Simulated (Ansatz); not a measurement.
# BS+ (triplet): wave-function methods side by side at distance B1–S2 = 4.616 Å, cc-pVTZ

Aim: climb from Hartree-Fock through coupled cluster and multireference methods for BS+ (triplet) at one geometry and basis, and see what each rung misses.

Computed with Ansatz 0.2.0, Gaussian basis. Level: cc-pVTZ, core rule «outside noble gas», up to 6 orbitals frozen.

Plan: UHF; CCSD(T) on ROHF; CCSD(T) on UHF; BCCD(T) on ROHF; CISD; CCSDT(Q) on ROHF; CCSDT(Q) on UHF; CASSCF and MRCISD+Q, 4 electrons in 4 orbitals; CASSCF and NEVPT2, 4 electrons in 4 orbitals; CASSCF and MRCISD+Q, 8 electrons in 8 orbitals; CASSCF and NEVPT2, 8 electrons in 8 orbitals.

13 further runs of the same task are left out: 1 for a mislabelled method, 10 that didn't finish, 2 set aside as unsound or not needed.

**1. What is computed**

The geometry derives from a PBE0/def2-TZVP stationary point (not a proven minimum). One bond is set to the value named and the two fragments are kept rigid.

2 atoms, charge 1, spin multiplicity 3.

Atoms are counted from 1 here; the program's logs count them from 0.

No contacts short enough for the rule that draws bonds.

**2. UHF**

The input, in.yaml:

```yaml
crystal:
  periodic: [false, false, false]
  atoms:
    - {symbol: B, position_ang: [0.000000, 0.000000, 0.000000]}
    - {symbol: S, position_ang: [0.000000, 0.000000, 4.616000]}
basis:
  gaussian: {orbitals: cc-pVTZ}
total_charge: 1
magnetization: {spin_polarized: true, initial_magnetization: 2}
hamiltonian: {xc: hf}
output: {orbitals: {seedname: orbitals}}
```

Started as:

```console
ansatz run in.yaml --threads 1 --pin off --events-out ev --progress --plain --max-ram 2393MiB
```

The runs that follow: CCSD(T) on ROHF; CCSD(T) on UHF; BCCD(T) on ROHF; CISD; CCSDT(Q) on ROHF; CCSDT(Q) on UHF; CASSCF and MRCISD+Q, 4 electrons in 4 orbitals; CASSCF and NEVPT2, 4 electrons in 4 orbitals; CASSCF and MRCISD+Q, 8 electrons in 8 orbitals; CASSCF and NEVPT2, 8 electrons in 8 orbitals.

Before running them: what should the planned runs give, taken together? Wanted: UCCSDT(Q) below the RHF energy; RMP2 from UCCSDT(Q); UMP2 from UCCSDT(Q); RCCSD from UCCSDT(Q); RCCSD(T) from UCCSDT(Q); UCCSD(T) from UCCSDT(Q); RCCSDT(Q) from UCCSDT(Q); NEVPT2 pair from UCCSDT(Q); NEVPT2 valence from UCCSDT(Q).

**Answer**, as computed:

| quantity | value |
| --- | --- |
| UCCSDT(Q) below the RHF energy | -5.7358 eV |
| RMP2 from UCCSDT(Q) | +1389.4 meV |
| UMP2 from UCCSDT(Q) | +1423.0 meV |
| RCCSD from UCCSDT(Q) | +161.6 meV |
| RCCSD(T) from UCCSDT(Q) | +27.2 meV |
| UCCSD(T) from UCCSDT(Q) | +26.0 meV |
| RCCSDT(Q) from UCCSDT(Q) | +1.3 meV |
| NEVPT2 pair from UCCSDT(Q) | +1291.5 meV |
| NEVPT2 valence from UCCSDT(Q) | +1013.9 meV |
| MRCISD+Q valence from UCCSDT(Q) | +27.4 meV |
| levels within 1 kcal/mol (43 meV) | RCCSD(T), UCCSD(T), BCCD(T), RCCSDT, UCCSDT, RCCSDT(Q), MRCISD+Q valence |
| T1 diagnostic | 0.017 |
| effectively unpaired electrons | 2.13 |

RCCSD(T) lands +27.2 meV from the yardstick (0.5 % of the correlation energy). One determinant dominates. Of the multireference levels listed MRCISD+Q valence comes nearest in total energy (+27.4 meV), which doesn't show that its space is the better one. These misses are within one basis, not against nature; the frozen cores of restricted and unrestricted runs differ, which can shift their rows.
